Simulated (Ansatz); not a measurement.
System: NH$_{2}$, charge -1, multiplicity 1. 
Structure (B3LYP-D3(BJ)/def2-TZVP (Ansatz, a program for electronic structure) minimum search):
```
N
H 1 1.0353
H 1 1.0353 2 100.42
```
Charge -1, spin multiplicity 1.

Basis-set convergence of Hartree-Fock and CCSD(T) correlation energies (hartree) with Ansatz. Cores are frozen in the correlated levels unless marked. No spin-orbit coupling. No relativistic terms.

| basis | functions | E(HF) | E(corr, CCSD(T)) |
|---|---|---|---|
| aug-cc-pVDZ | 41 | -55.53558 | -0.23619 |
| aug-cc-pVTZ | 92 | -55.54792 | -0.27633 |
| aug-cc-pVQZ | 172 | -55.55129 | -0.28784 |

Extrapolating the two largest sets (X = 3 and 4) as X^-3: E(corr) = (64·(-0.28784) - 27·(-0.27633))/37 = -0.2962 Eh, an estimate of the basis-set limit. The largest set recovers 97.2 % of it, the smallest 79.7 %.
